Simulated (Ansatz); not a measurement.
Geometry optimisation, Ansatz, RKS r2SCAN-D4/def2-TZVP.

Input:

```yaml
crystal:
  periodic: [false, false, false]
  atoms:
    - { symbol: B, position_ang: [-1.01841, 0.3376, -0.5468] }
    - { symbol: B, position_ang: [0.40022, 0.07506, 0.28175] }
    - { symbol: "N", position_ang: [1.01515, 1.08011, 0.98542] }
    - { symbol: H, position_ang: [-1.63255, -0.4867, -1.15482] }
    - { symbol: H, position_ang: [-1.56081, 1.41104, -0.60458] }
    - { symbol: H, position_ang: [0.90732, -1.09263, 0.25427] }
    - { symbol: H, position_ang: [1.88587, 0.83411, 1.47427] }
total_charge: -1
basis:
  gaussian: { orbitals: def2-TZVP }
hamiltonian:
  xc: r2scan
  dispersion: d4
relax:
  f_tol: 0.015
  max_steps: 40
```

Command:

```bash
$ ansatz run input.yaml --threads 2 --pin off --max-ram 3072MiB --backend cpu --events-out ev --progress --plain --runs-dir out
```

Q: Where does it end, and by what steps?

A: The run converged. Limits of this set-up: an anion without diffuse functions, the dipole of an ion depends on the origin. After 5 steps the energy has fallen by 0.053 eV; H7 moved furthest, 0.05 Å.

```tsv
step	energy less start (eV)	largest force component (eV/Å)	accepted
0	0.0000	1.063	yes
1	-0.0402	0.497	yes
2	-0.0467	0.198	yes
3	-0.0531	0.026	yes
4	-0.0532	0.017	yes
5	-0.0533	0.009	yes
```

```xyz
7
Properties=species:S:1:pos:R:3
B -1.019 0.335 -0.551
B 0.428 0.055 0.282
N 0.993 1.112 0.988
H -1.673 -0.506 -1.152
H -1.529 1.439 -0.599
H 0.947 -1.081 0.259
H 1.851 0.804 1.462
```

The run took 11 s on 2 threads of Arm Neoverse V2 (shared host), peak memory 0.16 GiB.
